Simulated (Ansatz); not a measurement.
# C3H8O2: up Jacob's ladder to CCSD(T)

How much do the methods differ for C3H8O2? The plan is to run it at one geometry with functionals of several rungs and with coupled cluster. The yardstick is the atomisation energy at the CCSD(T) limit.

Program: Ansatz 0.2.0, Gaussian basis. Level of theory: functionals in def2-TZVPP, the program's frozen cores in correlated methods. These are calculated values, not measurements.

Plan: PBE-D4, r2SCAN-D4, PBE0-D4, B3LYP-D4, ωB97X-V, ωB97M-V, B2PLYP; CCSD(T)/def2-TZVPP; MP2/def2-QZVPP; extrapolation to the limit.

## 1. The geometry

The geometry comes from an earlier relaxation with PBE0-D4 in a triple-zeta def2 set; it is a stationary point, not always the lowest conformer.

SMILES `COCOC`, 13 atoms, charge 0, spin multiplicity 1.

Atoms are counted from 1 here; the program's logs count them from 0.

Bond lengths: C1–O2 1.410 Å, C1–H6 1.093 Å, C1–H7 1.098 Å, C1–H8 1.089 Å, O2–C3 1.373 Å, C3–O4 1.402 Å, C3–H9 1.099 Å, C3–H10 1.108 Å, O4–C5 1.400 Å, C5–H11 1.090 Å, C5–H12 1.099 Å, C5–H13 1.099 Å. Angles: O2–C1–H6 111.5°, O2–C1–H7 110.8°, O2–C1–H8 107.0°, H6–C1–H7 108.9°, H6–C1–H8 109.4°, H7–C1–H8 109.1°, C1–O2–C3 113.6°, O2–C3–O4 110.1°, O2–C3–H9 106.9°, O2–C3–H10 111.1°, O4–C3–H9 110.5°, O4–C3–H10 109.0°, H9–C3–H10 109.3°, C3–O4–C5 112.1°, O4–C5–H11 107.5°, O4–C5–H12 111.7°, O4–C5–H13 111.7°, H11–C5–H12 108.9° and more.

## 2. PBE-D4 (GGA)

The input, in.yaml:

```yaml
crystal:
  periodic: [false, false, false]
  atoms:
    - {symbol: C, position_ang: [-1.590912, 1.143296, 0.753310]}
    - {symbol: O, position_ang: [-0.265634, 1.003265, 1.213863]}
    - {symbol: C, position_ang: [0.575946, 0.424027, 0.296736]}
    - {symbol: O, position_ang: [0.222528, -0.917946, 0.098791]}
    - {symbol: C, position_ang: [1.005313, -1.527854, -0.889270]}
    - {symbol: H, position_ang: [-2.069664, 0.171367, 0.607625]}
    - {symbol: H, position_ang: [-1.618858, 1.700116, -0.193107]}
    - {symbol: H, position_ang: [-2.133866, 1.704938, 1.512658]}
    - {symbol: H, position_ang: [1.592662, 0.496787, 0.706447]}
    - {symbol: H, position_ang: [0.533856, 0.955221, -0.674790]}
    - {symbol: H, position_ang: [0.664048, -2.557784, -0.988642]}
    - {symbol: H, position_ang: [0.899293, -1.023187, -1.860172]}
    - {symbol: H, position_ang: [2.070487, -1.533646, -0.618250]}
basis:
  gaussian: {orbitals: def2-TZVPP}
hamiltonian: {xc: pbe, dispersion: d4}
output: {forces: true, orbitals: {seedname: orbitals}}
```

Run with:

```
> ansatz run in.yaml --threads 4 --pin off --events-out ev --progress --plain --max-ram 10444MiB
```

Further steps of the session: r2SCAN-D4 (meta-GGA); PBE0-D4 (hybrid); B3LYP-D4 (hybrid); ωB97X-V (range-separated); ωB97M-V (range-separated); B2PLYP (double hybrid); CCSD(T) in def2-TZVPP; MP2 in def2-QZVPP.

Before running them: what should the planned runs give, taken together? Wanted: atomisation energy, CCSD(T)/CBS; farthest; mean size of error, hybrid; mean size of error, range-separated; gap, smallest and largest; T1 diagnostic; triples share of the correlation energy.

**Answer**, as computed:

| quantity | value |
| --- | --- |
| atomisation energy, CCSD(T)/CBS | 1187.3 kcal/mol |
| functionals within 5.9 kcal/mol (0.5 %) | r2SCAN-D4, PBE0-D4, B3LYP-D4, ωB97X-V, ωB97M-V |
| farthest | PBE-D4 (+27.0 kcal/mol) |
| mean size of error, hybrid | 1.3 kcal/mol |
| mean size of error, range-separated | 2.2 kcal/mol |
| gap, smallest and largest | 6.49 eV (PBE-D4), 13.25 eV (ωB97X-V) |
| T1 diagnostic | 0.0107 |
| triples share of the correlation energy | 3.6 % |

PBE-D4 misses by +27.0 kcal/mol. Double hybrids carry the basis error of their MP2 part in triple zeta, and no dispersion term here, so their miss is partly the set-up's. The reference freezes the cores and leaves out relativity and excitations past (T), so misses under about 5.9 kcal/mol can't be ranked. Hartree-Fock recovers 72 % of the binding; the rest is correlation. Orbital gaps span 6.5 to 13.2 eV; exact exchange widens them.
